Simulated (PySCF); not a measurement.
## Dipole moment and polarisability across levels of theory

Formyl fluoride, CHFO.
SMILES: `FC=O`

PySCF, dipoles from the SCF density, polarisabilities from static response with core orbitals frozen. Geometry: PBE0-D3(BJ)/def2-SVP; no solvent, vibrations or thermal averaging.

Reference dipole: 2.081 D (measured, gas; NIST CCCBDB Release 22 (SRD 101), experimental dipoles). Reference dipole: 2.117 D (computed, CCSD(T)/CBS, all electrons, equilibrium geometry, gas; Hait, Head-Gordon, J. Chem. Theory Comput. 14 (2018) 1969). Errors are taken against the first value of each kind. The anisotropy is √(½[(α1 − α2)² + (α2 − α3)² + (α3 − α1)²]).

```json
{"level": "PBE0/def2-SVPD", "μ (D)": "2.111", "error (%)": "+1.4", "α (Å³)": "2.64", "anisotropy (Å³)": "1.18"}
{"level": "BHandHLYP/def2-SVPD", "μ (D)": "2.262", "error (%)": "+8.7", "α (Å³)": "2.54", "anisotropy (Å³)": "1.13"}
{"level": "CAM-B3LYP/def2-SVPD", "μ (D)": "2.173", "error (%)": "+4.4", "α (Å³)": "2.65", "anisotropy (Å³)": "1.18"}
{"level": "wB97X-D/def2-SVPD", "μ (D)": "2.158", "error (%)": "+3.7", "α (Å³)": "2.64", "anisotropy (Å³)": "1.16"}
{"level": "LC-wPBE/def2-SVPD", "μ (D)": "2.164", "error (%)": "+4.0", "α (Å³)": "2.61", "anisotropy (Å³)": "1.17"}
{"level": "PBE0/6-31G*", "μ (D)": "2.006", "error (%)": "-3.6", "α (Å³)": "1.92", "anisotropy (Å³)": "1.27"}
{"level": "PBE0/def2-SVP", "μ (D)": "2.011", "error (%)": "-3.4", "α (Å³)": "1.89", "anisotropy (Å³)": "1.24"}
{"level": "PBE0/6-31+G*", "μ (D)": "2.180", "error (%)": "+4.7", "α (Å³)": "2.36", "anisotropy (Å³)": "1.44"}
{"level": "PBE0/aug-cc-pVDZ", "μ (D)": "2.099", "error (%)": "+0.9", "α (Å³)": "2.62", "anisotropy (Å³)": "1.25"}
{"level": "PBE0/def2-TZVP", "μ (D)": "2.088", "error (%)": "+0.3", "α (Å³)": "2.34", "anisotropy (Å³)": "1.28"}
{"level": "PBE0/def2-TZVPD", "μ (D)": "2.095", "error (%)": "+0.7", "α (Å³)": "2.69", "anisotropy (Å³)": "1.19"}
{"level": "PBE0/aug-cc-pVTZ", "μ (D)": "2.099", "error (%)": "+0.9", "α (Å³)": "2.68", "anisotropy (Å³)": "1.20"}
```

For the dipole, the smallest error is 0.3% (PBE0/def2-TZVP) and the largest 8.7% (BHandHLYP/def2-SVPD). The dipole runs from 2.01 D (PBE0/6-31G*) to 2.26 D (BHandHLYP/def2-SVPD). No reference polarisability is at hand; against PBE0 in the largest diffuse basis at hand (aug-cc-pVTZ) the other PBE0 rows deviate by 6-31G* -28%, def2-SVP -30%, 6-31+G* -12%, def2-SVPD -2%, aug-cc-pVDZ -2%, def2-TZVP -13%, def2-TZVPD 0%. In one basis (def2-SVPD) the functionals order the polarisability from BHandHLYP (lowest) to CAM-B3LYP (highest), a spread of 4%. With PBE0 the polarisability is 2.05 Å³ without diffuse functions (mean of 6-31G*, def2-SVP and def2-TZVP) and 2.60 Å³ with them (mean of 6-31+G*, def2-SVPD, aug-cc-pVDZ, def2-TZVPD and aug-cc-pVTZ). Measured values can belong to vibrating molecules; the computed ones are for one fixed geometry.
